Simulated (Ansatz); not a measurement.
# C3H6ClN: the cost of one run

All numbers below are computed with Ansatz 0.2.0 (RKS r2SCAN-D4/def2-SVP).

## 1. Starting point

Bond lengths: C1–C2 1.500 Å, C2–C3 1.318 Å, C3–N4 1.410 Å, C3–Cl5 1.732 Å, C1–H6 1.159 Å, C1–H7 1.062 Å, C1–H8 1.049 Å, C2–H9 1.126 Å, N4–H10 0.945 Å, N4–H11 1.042 Å. Angles (14 of 15 angles, heavy atoms first): C1–C2–C3 124.5°, C2–C3–N4 132.2°, C2–C3–Cl5 121.2°, N4–C3–Cl5 106.3°, C1–C2–H9 117.2°, C3–C2–H9 118.3°, C2–C1–H6 104.8°, C2–C1–H7 113.6°, C2–C1–H8 109.1°, C3–N4–H10 113.5°, C3–N4–H11 107.5°, H6–C1–H7 107.8°, H6–C1–H8 108.1°, H7–C1–H8 112.9°.

Coordinates:

```xyz
11

C    -1.2442   -0.8118    0.3240
C    -0.4818    0.4683    0.4946
C     0.6378    0.7605   -0.1372
N     1.4508    0.0170   -1.0171
Cl    1.4868    2.2375    0.1760
H    -2.3050   -0.4830   -0.0079
H    -0.8492   -1.4449   -0.4318
H    -1.3266   -1.2899    1.2545
H    -0.8883    1.2143    1.2341
H     2.3621    0.2658   -0.9891
H     1.2230   -0.9908   -0.8796
```

## 2. End point A

File input.yaml:

```yaml
crystal:
  periodic: [false, false, false]
  atoms:
    - { symbol: C, position_ang: [-1.2442, -0.8118, 0.324] }
    - { symbol: C, position_ang: [-0.4818, 0.4683, 0.4946] }
    - { symbol: C, position_ang: [0.6378, 0.7605, -0.1372] }
    - { symbol: "N", position_ang: [1.4508, 0.017, -1.0171] }
    - { symbol: Cl, position_ang: [1.4868, 2.2375, 0.176] }
    - { symbol: H, position_ang: [-2.305, -0.483, -0.0079] }
    - { symbol: H, position_ang: [-0.8492, -1.4449, -0.4318] }
    - { symbol: H, position_ang: [-1.3266, -1.2899, 1.2545] }
    - { symbol: H, position_ang: [-0.8883, 1.2143, 1.2341] }
    - { symbol: H, position_ang: [2.3621, 0.2658, -0.9891] }
    - { symbol: H, position_ang: [1.223, -0.9908, -0.8796] }
basis:
  gaussian: { orbitals: def2-SVP }
hamiltonian:
  xc: r2scan
  dispersion: d4
relax:
  f_tol: 0.015
  max_steps: 40
```

On the command line:

```sh
> ansatz run input.yaml --threads 2 --pin off --max-ram 3072MiB --backend cpu --events-out ev --progress --plain --runs-dir out
```

Q: Estimate wall time and peak memory on 2 threads of Intel Xeon Platinum 8488C (Sapphire Rapids), shared host.

About 32 s, with a peak of 0.24 GiB.
